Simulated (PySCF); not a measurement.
## SiN, CCSD(T): how much the basis matters

PySCF, ROHF reference; doublet, unpaired electrons σ ↑; De to Si + N without counterpoise correction. Frozen cores follow the default of each basis and core potential.

| basis | relativity | functions | Re (Å) | ωe (cm⁻¹) | De (eV) | frozen orbitals |
| --- | --- | --- | --- | --- | --- | --- |
| def2-SVP | no relativity | 32 | 1.598 | 1126 | 3.85 | 6 |
| cc-pV(D+d)Z/cc-pVDZ | no relativity | 37 | 1.599 | 1093 | 3.69 | 6 |
| x2c-TZVPPall | spin-free X2C | 73 | 1.585 | 1129 | 4.28 | 6 |

Problem. How does each smaller set differ from the one with most functions, x2c-TZVPPall?

Solution. def2-SVP: +1.3 pm, -0.3 % in ωe, -0.43 eV in De; cc-pV(D+d)Z/cc-pVDZ: +1.4 pm, -3.2 % in ωe, -0.59 eV in De. All at CCSD(T); the set with most functions is neither the basis-set limit nor always the best. The rows treat relativity differently, so the differences are not basis effects alone.

Correlated steps freeze 6 core orbitals. Correlated levels converge slowly with the basis: in double zeta they bind strong bonds too weakly, by up to about 1 eV, and carry superposition errors of some tenths. The CCSD T1 diagnostic is raised in SiN, a sign that a single reference may not be enough there. The state is the lowest determinant that a PBE0 search found; another state may lie lower at other levels.
